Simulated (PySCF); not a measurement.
**A gas-phase reaction: H5NOSi + H2S → H5NSSi + H2O**

Aim: the reaction energy of `N[SiH2]O` + `S` → `N[SiH2]S` + `O`.

Computed with PySCF 2.14.0; each step states its level. No surroundings beyond the atoms listed, unless a continuum is named. Atoms count from 0, parts from 1.

## Step 1: Starting point

Each species was relaxed by itself at PBE0-D3(BJ)/def2-SVPD.

## Step 2: Reaction energy: wB97M-D3(BJ)/def2-TZVPD

Job settings and geometry (Å):

```
{"job": {"kind": "react", "xc": "wB97M-D3(BJ)", "basis": "def2-TZVPD"}, "charge": 0, "multiplicity": 1}
-1 H5NOSi charge 0 multiplicity 1
N     -1.084670    -0.462510     0.376900
Si     0.516560     0.169790     0.321510
O      0.960040     0.928960    -1.109130
H     -1.287710    -1.440650     0.232520
H     -1.915650     0.111630     0.363820
H      0.681040     1.259540     1.316070
H      1.399620    -1.004380     0.579760
H      0.925040     0.412140    -1.917140

-1 H2S charge 0 multiplicity 1
S     -0.010530     0.615450    -0.006420
H     -0.979590    -0.324300     0.008130
H      0.970140    -0.312280     0.000670

+1 H5NSSi charge 0 multiplicity 1
N      0.962180    -0.781270     0.495900
Si    -0.584540    -0.281250    -0.084470
S     -0.967470     1.850510    -0.155910
H      1.734010    -0.901800    -0.145830
H      1.284740    -0.538630     1.423300
H     -0.710280    -0.858360    -1.450650
H     -1.654880    -0.747850     0.837510
H     -0.030120     2.119040    -1.092420

+1 H2O charge 0 multiplicity 1
O     -0.003250     0.389330    -0.006520
H     -0.761230    -0.201040     0.003200
H      0.764520    -0.188260     0.003300
```

Level: wB97M-D3(BJ)/def2-TZVPD reaction energy of separated species, gas phase.

Run with:

```console
$ OMP_NUM_THREADS=1 python cluster_run.py task.json out
```

One launch serves the whole session: the jobs run in the order shown.

The log of the run:

```text
species 1 (H5NOSi)
coarse grid: 29072 points
cycle   1  E = -422.5892400871  dE =  9.256e-02  |g| = 7.167e-01  |ddm| = 1.947e+00
cycle   2  E = -422.5776459919  dE =  1.159e-02  |g| = 8.093e-01  |ddm| = 8.823e-01
cycle   3  E = -422.6870058184  dE = -1.094e-01  |g| = 5.223e-02  |ddm| = 4.454e-01
cycle   4  E = -422.6874527458  dE = -4.469e-04  |g| = 2.918e-02  |ddm| = 5.709e-02
cycle   5  E = -422.6876232310  dE = -1.705e-04  |g| = 6.794e-03  |ddm| = 2.265e-02
cycle   6  E = -422.6876345494  dE = -1.132e-05  |g| = 8.171e-04  |ddm| = 7.845e-03
cycle   7  E = -422.6876349365  dE = -3.871e-07  |g| = 2.033e-04  |ddm| = 2.530e-03
final grid: 60992 points
cycle   8  E = -422.6875849037  dE = -6.499e-08  |g| = 1.491e-04  |ddm| = 2.467e-03
cycle   9  E = -422.6875849076  dE = -3.907e-09  |g| = 1.408e-04  |ddm| = 4.146e-04
cycle  10  E = -422.6875849113  dE = -3.692e-09  |g| = 2.133e-05  |ddm| = 8.594e-05
cycle  11  E = -422.6875849115  dE = -2.626e-10  |g| = 1.077e-05  |ddm| = 6.444e-05
converged SCF energy = -422.6875849115

species 2 (H2S)
coarse grid: 11264 points
cycle   1  E = -399.4336012986  dE = -1.424e-01  |g| = 1.945e-01  |ddm| = 1.016e+00
cycle   2  E = -399.4459453494  dE = -1.234e-02  |g| = 1.106e-01  |ddm| = 2.399e-01
cycle   3  E = -399.4491446888  dE = -3.199e-03  |g| = 1.578e-02  |ddm| = 9.278e-02
cycle   4  E = -399.4492190303  dE = -7.434e-05  |g| = 4.851e-03  |ddm| = 1.790e-02
cycle   5  E = -399.4492312674  dE = -1.224e-05  |g| = 9.336e-04  |ddm| = 7.536e-03
cycle   6  E = -399.4492319986  dE = -7.312e-07  |g| = 1.776e-04  |ddm| = 2.124e-03
final grid: 22496 points
cycle   7  E = -399.4492196616  dE = -2.326e-08  |g| = 1.134e-04  |ddm| = 6.083e-04
cycle   8  E = -399.4492196646  dE = -2.974e-09  |g| = 6.804e-05  |ddm| = 1.501e-04
cycle   9  E = -399.4492196654  dE = -7.694e-10  |g| = 8.740e-06  |ddm| = 5.991e-05
converged SCF energy = -399.4492196654

species 3 (H5NSSi)
coarse grid: 30208 points
cycle   1  E = -745.6025730260  dE =  2.008e-02  |g| = 3.922e-01  |ddm| = 2.005e+00
cycle   2  E = -745.6233412494  dE = -2.077e-02  |g| = 3.268e-01  |ddm| = 4.908e-01
cycle   3  E = -745.6444146501  dE = -2.107e-02  |g| = 4.085e-02  |ddm| = 2.171e-01
cycle   4  E = -745.6448396248  dE = -4.250e-04  |g| = 1.894e-02  |ddm| = 5.094e-02
cycle   5  E = -745.6449372163  dE = -9.759e-05  |g| = 3.944e-03  |ddm| = 2.006e-02
cycle   6  E = -745.6449443476  dE = -7.131e-06  |g| = 7.634e-04  |ddm| = 8.025e-03
final grid: 61528 points
cycle   7  E = -745.6449351367  dE = -4.436e-07  |g| = 3.656e-04  |ddm| = 3.030e-03
cycle   8  E = -745.6449352009  dE = -6.425e-08  |g| = 2.634e-04  |ddm| = 8.622e-04
cycle   9  E = -745.6449352189  dE = -1.796e-08  |g| = 7.739e-05  |ddm| = 2.127e-04
cycle  10  E = -745.6449352234  dE = -4.487e-09  |g| = 3.235e-05  |ddm| = 2.179e-04
cycle  11  E = -745.6449352238  dE = -4.144e-10  |g| = 4.012e-06  |ddm| = 5.972e-05
converged SCF energy = -745.6449352238

species 4 (H2O)
coarse grid: 10128 points
cycle   1  E = -76.4117499395  dE = -7.454e-02  |g| = 5.872e-01  |ddm| = 8.994e-01
cycle   2  E = -76.4087425150  dE =  3.007e-03  |g| = 6.461e-01  |ddm| = 5.038e-01
cycle   3  E = -76.4759335187  dE = -6.719e-02  |g| = 2.731e-02  |ddm| = 2.374e-01
cycle   4  E = -76.4760587219  dE = -1.252e-04  |g| = 5.497e-03  |ddm| = 1.609e-02
cycle   5  E = -76.4760673987  dE = -8.677e-06  |g| = 8.214e-04  |ddm| = 5.831e-03
final grid: 21952 points
cycle   6  E = -76.4760630156  dE = -1.975e-07  |g| = 5.843e-04  |ddm| = 1.373e-03
cycle   7  E = -76.4760630224  dE = -6.840e-09  |g| = 6.466e-04  |ddm| = 6.469e-04
cycle   8  E = -76.4760630860  dE = -6.364e-08  |g| = 3.199e-05  |ddm| = 2.236e-04
cycle   9  E = -76.4760630869  dE = -8.230e-10  |g| = 4.133e-06  |ddm| = 1.105e-04
converged SCF energy = -76.4760630869

Reaction energy = 9.444 kcal/mol
```

It took 32 s on 1 thread of Arm Neoverse N1, shared host; peak memory 0.62 GiB.

Species by species (with the dispersion term, which the log's SCF energies lack):

| ν | species | energy (Eh) | HOMO (eV) |
| --- | --- | --- | --- |
| -1 | N[SiH2]O | -422.69409 | -10.15 |
| -1 | S | -399.45056 | -9.89 |
| +1 | N[SiH2]S | -745.65279 | -9.54 |
| +1 | O | -76.47682 | -11.72 |

## Step 3: Reaction energy: PBE0-D3(BJ)/def2-TZVPD

Same as in step 2 but for these lines:

```diff
@@ -1,2 +1,2 @@
-{"job": {"kind": "react", "xc": "wB97M-D3(BJ)", "basis": "def2-TZVPD"}, "charge": 0, "multiplicity": 1}
+{"job": {"kind": "react", "xc": "PBE0", "basis": "def2-TZVPD", "disp": "d3bj"}, "charge": 0, "multiplicity": 1}
 -1 H5NOSi charge 0 multiplicity 1
```

Method: PBE0-D3(BJ)/def2-TZVPD reaction energy of separated species, gas phase.

The log of the run:

```text
species 1 (H5NOSi)
coarse grid: 6872 points
cycle   1  E = -422.2412489345  dE =  1.332e-01  |g| = 7.922e-01  |ddm| = 2.019e+00
cycle   2  E = -422.0528022537  dE =  1.884e-01  |g| = 1.269e+00  |ddm| = 1.250e+00
cycle   3  E = -422.3541752756  dE = -3.014e-01  |g| = 9.919e-02  |ddm| = 8.283e-01
cycle   4  E = -422.3554384562  dE = -1.263e-03  |g| = 5.897e-02  |ddm| = 7.844e-02
cycle   5  E = -422.3561193442  dE = -6.809e-04  |g| = 7.323e-03  |ddm| = 3.292e-02
cycle   6  E = -422.3561307256  dE = -1.138e-05  |g| = 9.597e-04  |ddm| = 5.388e-03
cycle   7  E = -422.3561309283  dE = -2.027e-07  |g| = 3.199e-04  |ddm| = 1.099e-03
final grid: 60992 points
cycle   8  E = -422.3505530891  dE = -2.183e-05  |g| = 6.636e-03  |ddm| = 3.177e-02
cycle   9  E = -422.3505407901  dE =  1.230e-05  |g| = 1.031e-02  |ddm| = 8.289e-03
cycle  10  E = -422.3505612311  dE = -2.044e-05  |g| = 5.021e-04  |ddm| = 5.213e-03
cycle  11  E = -422.3505612607  dE = -2.959e-08  |g| = 2.817e-04  |ddm| = 4.067e-04
cycle  12  E = -422.3505612754  dE = -1.467e-08  |g| = 3.448e-05  |ddm| = 1.707e-04
cycle  13  E = -422.3505612756  dE = -2.501e-10  |g| = 5.110e-06  |ddm| = 2.544e-05
converged SCF energy = -422.3505612756

species 2 (H2S)
coarse grid: 2864 points
cycle   1  E = -399.2518633497  dE = -9.250e-02  |g| = 1.630e-01  |ddm| = 1.023e+00
cycle   2  E = -399.2538575856  dE = -1.994e-03  |g| = 1.600e-01  |ddm| = 2.978e-01
cycle   3  E = -399.2614718315  dE = -7.614e-03  |g| = 1.497e-02  |ddm| = 1.477e-01
cycle   4  E = -399.2614864435  dE = -1.461e-05  |g| = 1.103e-03  |ddm| = 5.881e-03
cycle   5  E = -399.2614868238  dE = -3.804e-07  |g| = 6.136e-04  |ddm| = 1.717e-03
final grid: 22496 points
cycle   6  E = -399.2625175287  dE = -7.084e-06  |g| = 4.896e-03  |ddm| = 1.692e-02
cycle   7  E = -399.2625181614  dE = -6.326e-07  |g| = 3.960e-03  |ddm| = 6.698e-03
cycle   8  E = -399.2625210935  dE = -2.932e-06  |g| = 2.911e-04  |ddm| = 3.504e-03
cycle   9  E = -399.2625211213  dE = -2.777e-08  |g| = 3.582e-05  |ddm| = 2.357e-04
cycle  10  E = -399.2625211216  dE = -3.619e-10  |g| = 6.382e-06  |ddm| = 2.919e-05
converged SCF energy = -399.2625211216

species 3 (H5NSSi)
coarse grid: 7416 points
cycle   1  E = -745.1820319527  dE =  3.793e-02  |g| = 4.293e-01  |ddm| = 2.058e+00
cycle   2  E = -745.1537522508  dE =  2.828e-02  |g| = 5.676e-01  |ddm| = 6.633e-01
cycle   3  E = -745.2227665242  dE = -6.901e-02  |g| = 5.702e-02  |ddm| = 3.738e-01
cycle   4  E = -745.2234427309  dE = -6.762e-04  |g| = 2.680e-02  |ddm| = 6.951e-02
cycle   5  E = -745.2236126209  dE = -1.699e-04  |g| = 3.063e-03  |ddm| = 2.480e-02
cycle   6  E = -745.2236146856  dE = -2.065e-06  |g| = 1.242e-03  |ddm| = 4.016e-03
final grid: 61528 points
cycle   7  E = -745.2202235760  dE = -1.848e-05  |g| = 7.223e-03  |ddm| = 3.521e-02
cycle   8  E = -745.2202141419  dE =  9.434e-06  |g| = 9.508e-03  |ddm| = 1.101e-02
cycle   9  E = -745.2202329201  dE = -1.878e-05  |g| = 9.977e-04  |ddm| = 6.399e-03
cycle  10  E = -745.2202331104  dE = -1.904e-07  |g| = 1.356e-04  |ddm| = 7.265e-04
cycle  11  E = -745.2202331154  dE = -5.005e-09  |g| = 3.946e-05  |ddm| = 1.739e-04
cycle  12  E = -745.2202331159  dE = -4.619e-10  |g| = 1.240e-05  |ddm| = 4.106e-05
converged SCF energy = -745.2202331159

species 4 (H2O)
coarse grid: 2328 points
cycle   1  E = -76.3044302165  dE = -5.303e-03  |g| = 6.571e-01  |ddm| = 9.011e-01
cycle   2  E = -76.1882091888  dE =  1.162e-01  |g| = 1.036e+00  |ddm| = 7.256e-01
cycle   3  E = -76.3820302710  dE = -1.938e-01  |g| = 3.132e-02  |ddm| = 4.396e-01
cycle   4  E = -76.3822125767  dE = -1.823e-04  |g| = 5.864e-03  |ddm| = 1.606e-02
cycle   5  E = -76.3822177158  dE = -5.139e-06  |g| = 7.850e-04  |ddm| = 2.507e-03
final grid: 21952 points
cycle   6  E = -76.3808944265  dE = -1.510e-05  |g| = 3.447e-03  |ddm| = 9.301e-03
cycle   7  E = -76.3808924619  dE =  1.965e-06  |g| = 4.751e-03  |ddm| = 3.319e-03
cycle   8  E = -76.3808961759  dE = -3.714e-06  |g| = 2.518e-04  |ddm| = 1.964e-03
cycle   9  E = -76.3808961866  dE = -1.061e-08  |g| = 2.398e-05  |ddm| = 1.101e-04
cycle  10  E = -76.3808961867  dE = -1.116e-10  |g| = 3.293e-06  |ddm| = 1.514e-05
converged SCF energy = -76.3808961867

Reaction energy = 6.818 kcal/mol
```

It took 16 s on 1 thread of Arm Neoverse N1, shared host; peak memory 0.57 GiB.

Reaction energy at this level: 6.82 kcal/mol.

## Step 4: Reaction energy: MP2/def2-TZVPD

Same as in step 3 but for these lines:

```diff
@@ -1,2 +1,2 @@
-{"job": {"kind": "react", "xc": "PBE0", "basis": "def2-TZVPD", "disp": "d3bj"}, "charge": 0, "multiplicity": 1}
+{"job": {"kind": "react", "xc": "MP2", "basis": "def2-TZVPD"}, "charge": 0, "multiplicity": 1}
 -1 H5NOSi charge 0 multiplicity 1
```

Level: MP2/def2-TZVPD reaction energy of separated species, gas phase.

The log of the run:

```text
species 1 (H5NOSi)
final grid: 60992 points
cycle   1  E = -421.2391657261  dE =  1.376e-02  |g| = 5.481e-01  |ddm| = 1.905e+00
cycle   2  E = -421.2885378881  dE = -4.937e-02  |g| = 3.270e-01  |ddm| = 5.143e-01
cycle   3  E = -421.3066358003  dE = -1.810e-02  |g| = 5.076e-02  |ddm| = 1.907e-01
cycle   4  E = -421.3074268061  dE = -7.910e-04  |g| = 1.016e-02  |ddm| = 6.552e-02
cycle   5  E = -421.3074615523  dE = -3.475e-05  |g| = 3.404e-03  |ddm| = 1.540e-02
cycle   6  E = -421.3074647338  dE = -3.181e-06  |g| = 8.184e-04  |ddm| = 3.672e-03
cycle   7  E = -421.3074650370  dE = -3.032e-07  |g| = 1.835e-04  |ddm| = 1.291e-03
cycle   8  E = -421.3074650591  dE = -2.211e-08  |g| = 4.114e-05  |ddm| = 3.536e-04
cycle   9  E = -421.3074650603  dE = -1.142e-09  |g| = 1.001e-05  |ddm| = 8.349e-05
cycle  10  E = -421.3074650603  dE = -6.821e-11  |g| = 2.499e-06  |ddm| = 2.078e-05
converged SCF energy = -421.3074650603

species 2 (H2S)
final grid: 22496 points
cycle   1  E = -398.6881060399  dE = -1.695e-01  |g| = 2.014e-01  |ddm| = 9.977e-01
cycle   2  E = -398.7050961409  dE = -1.699e-02  |g| = 7.023e-02  |ddm| = 1.849e-01
cycle   3  E = -398.7068536995  dE = -1.758e-03  |g| = 2.154e-02  |ddm| = 5.635e-02
cycle   4  E = -398.7071965032  dE = -3.428e-04  |g| = 6.311e-03  |ddm| = 2.471e-02
cycle   5  E = -398.7072259171  dE = -2.941e-05  |g| = 1.395e-03  |ddm| = 9.171e-03
cycle   6  E = -398.7072273987  dE = -1.482e-06  |g| = 3.129e-04  |ddm| = 2.398e-03
cycle   7  E = -398.7072274844  dE = -8.569e-08  |g| = 5.003e-05  |ddm| = 6.832e-04
cycle   8  E = -398.7072274866  dE = -2.252e-09  |g| = 1.186e-05  |ddm| = 9.128e-05
cycle   9  E = -398.7072274868  dE = -1.247e-10  |g| = 1.950e-06  |ddm| = 2.073e-05
converged SCF energy = -398.7072274868

species 3 (H5NSSi)
final grid: 61528 points
cycle   1  E = -743.8876933087  dE = -7.663e-03  |g| = 3.457e-01  |ddm| = 1.971e+00
cycle   2  E = -743.9278645186  dE = -4.017e-02  |g| = 1.250e-01  |ddm| = 3.797e-01
cycle   3  E = -743.9325167783  dE = -4.652e-03  |g| = 4.179e-02  |ddm| = 1.437e-01
cycle   4  E = -743.9332544082  dE = -7.376e-04  |g| = 1.045e-02  |ddm| = 5.410e-02
cycle   5  E = -743.9333098975  dE = -5.549e-05  |g| = 3.948e-03  |ddm| = 1.416e-02
cycle   6  E = -743.9333189611  dE = -9.064e-06  |g| = 1.164e-03  |ddm| = 6.080e-03
cycle   7  E = -743.9333200595  dE = -1.098e-06  |g| = 2.842e-04  |ddm| = 2.169e-03
cycle   8  E = -743.9333201279  dE = -6.840e-08  |g| = 5.754e-05  |ddm| = 6.388e-04
cycle   9  E = -743.9333201304  dE = -2.473e-09  |g| = 1.938e-05  |ddm| = 1.266e-04
cycle  10  E = -743.9333201307  dE = -2.951e-10  |g| = 5.783e-06  |ddm| = 4.520e-05
converged SCF energy = -743.9333201307

species 4 (H2O)
final grid: 21952 points
cycle   1  E = -76.0248945159  dE = -1.467e-01  |g| = 4.364e-01  |ddm| = 8.776e-01
cycle   2  E = -76.0503805469  dE = -2.549e-02  |g| = 2.594e-01  |ddm| = 2.972e-01
cycle   3  E = -76.0608896106  dE = -1.051e-02  |g| = 2.594e-02  |ddm| = 1.025e-01
cycle   4  E = -76.0610469700  dE = -1.574e-04  |g| = 5.694e-03  |ddm| = 1.523e-02
cycle   5  E = -76.0610613376  dE = -1.437e-05  |g| = 1.176e-03  |ddm| = 5.302e-03
cycle   6  E = -76.0610622273  dE = -8.897e-07  |g| = 2.235e-04  |ddm| = 1.658e-03
cycle   7  E = -76.0610622640  dE = -3.670e-08  |g| = 3.304e-05  |ddm| = 3.733e-04
cycle   8  E = -76.0610622647  dE = -6.651e-10  |g| = 4.159e-06  |ddm| = 3.886e-05
converged SCF energy = -76.0610622647

Reaction energy = 9.175 kcal/mol
```

It took 7.3 s on 1 thread of Arm Neoverse N1, shared host; peak memory 0.44 GiB.

Reaction energy at this level: 9.18 kcal/mol.

## Step 5: Side by side

Energies in kcal/mol, with wall time:

| run | reaction | time |
| --- | --- | --- |
| wB97M-D3(BJ)/def2-TZVPD | 9.44 | 32 s |
| PBE0-D3(BJ)/def2-TZVPD | 6.82 | 16 s |
| MP2/def2-TZVPD | 9.18 | 7.3 s |

## Step 6: What came out

| quantity | value |
| --- | --- |
| reaction energy (wB97M-D3(BJ)/def2-TZVPD) | 9.44 kcal/mol |
| ΔH, ΔG at 298 K (xTB thermal terms) | +10.8, +10.5 kcal/mol |
| range of the reaction energy over the runs of this table | 6.82 to 9.44 kcal/mol |

In words: The reaction is endothermic by 10.8 kcal/mol in the gas phase; dispersion gives -0.47, and xTB itself gave 18.36 for the electronic energy (xTB energies and thermal terms come from the earlier relaxation of each species, not shown). No barrier was sought. The reaction energy runs from 6.82 (PBE0-D3(BJ)/def2-TZVPD) to 9.44 kcal/mol (wB97M-D3(BJ)/def2-TZVPD).
